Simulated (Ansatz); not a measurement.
## Sodium, bcc: convergence with Fermi-Dirac smearing

Computed with Ansatz, r²SCAN, scalar-relativistic PAW, on the relaxed cell (a = 4.225 Å; spin not included). Errors count from a run at 500 eV on a Γ-centred 17×17×17 mesh with Fermi-Dirac smearing of 0.1 eV, extrapolated to zero width. Fixed here: cutoff 500 eV, mesh 11×11×11. The SCF starts from atomic densities corrected by a trained network.

```tsv
width (eV)	E(σ→0) error (meV/atom)	F error (meV/atom)	P (GPa)	SCF iterations
0.03	-3.4	-3.9	-0.02	6
0.1	-2.9	-9.5	0.00	6
0.2	-1.5	-30.7	0.05	6
0.3	-1.1	-67.6	0.14	6
0.6	-8.5	-262.5	0.56	6
1.0	-44.8	-694.9	1.42	6
```

Q: What does the run at 0.01 give (width)?

A: E(σ→0) error (meV/atom): -3.0; F error (meV/atom): -3.2; P (GPa): -0.02; SCF iterations: 6.
